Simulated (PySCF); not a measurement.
C₅H₅F.
Atom-mapped SMILES: `[CH:1]#[C:2][C:3]1([F:4])[CH2:5][CH2:6]1` (hydrogens: H7 on C1; H8, H9 on C5; H10, H11 on C6)

Computed by this run: PBE0-D3(BJ)/def2-SVP geometry optimisation, gas phase in PySCF 2.14.0; density fitting, grid level 1; the optimiser is geomeTRIC in internal coordinates, started from a GFN2-xTB structure with every atom displaced at random (about 0.01 Å).

Step 0: E = -7965.4599 eV
```
atom  x, y, z in Å  |  force x, y, z in eV/Å
C1      2.2890   -0.6300    1.0748   -3.153   1.299  -1.954
C2      1.3107   -0.2216    0.4532    1.426  -0.662   0.930
C3      0.1748    0.2509   -0.3044    0.875   0.425  -0.426
F4      0.5905    0.9031   -1.4577   -0.609  -0.399   0.649
C5     -1.0876   -0.5386   -0.3624    0.336   0.486   0.913
C6     -1.0408    0.7758    0.3892    0.231  -0.789   0.184
H7      3.1031   -0.9499    1.6201    1.601  -0.651   1.035
H8     -1.5835   -0.5491   -1.3054   -0.492  -0.025  -0.905
H9     -1.1360   -1.4475    0.2277    0.013  -0.294   0.014
H10    -1.0551    0.7562    1.4806    0.060  -0.032   0.019
H11    -1.5270    1.6247   -0.0465   -0.288   0.642  -0.460
```

Q: Estimate the geometry and energy of step 1. (The exact step hangs on the optimiser's Hessian estimate; all steps are aligned on step 0, rigid shifts and turns removed.)

A: E = -7965.5132 eV, largest force 0.972 eV/Å
```
atom  x, y, z in Å  |  force x, y, z in eV/Å
C1      2.1869   -0.5673    1.1529    0.883  -0.405  -0.007
C2      1.3564   -0.2498    0.3341   -0.611   0.401   0.200
C3      0.1982    0.2375   -0.3727   -0.059  -0.087   0.004
F4      0.4782    0.9055   -1.5195    0.078   0.069  -0.180
C5     -1.0836   -0.5370   -0.3655   -0.073   0.102   0.009
C6     -0.9734    0.7475    0.4118   -0.107  -0.022  -0.040
H7      3.0280   -0.9101    1.7382   -0.258   0.078   0.013
H8     -1.6472   -0.5096   -1.3035    0.042  -0.028   0.059
H9     -1.1145   -1.4775    0.1860    0.012  -0.075  -0.031
H10    -0.9158    0.7038    1.5013    0.015  -0.008   0.003
H11    -1.4750    1.6312    0.0061    0.079  -0.024  -0.030
```

The energy changes by -0.0533 eV. The first-order estimate −F·Δx gives -0.3256 eV and the mean of the old and new forces, exact on a quadratic surface, -0.0850 eV. The step makes an angle of 80° with the force vector and moves no atom by more than 0.150 Å.

The cost below is that of the whole optimisation. The run took 29 s of wall time on an Arm Neoverse V1 with one thread, on a shared host, and the process peaked at 0.45 GiB of memory.
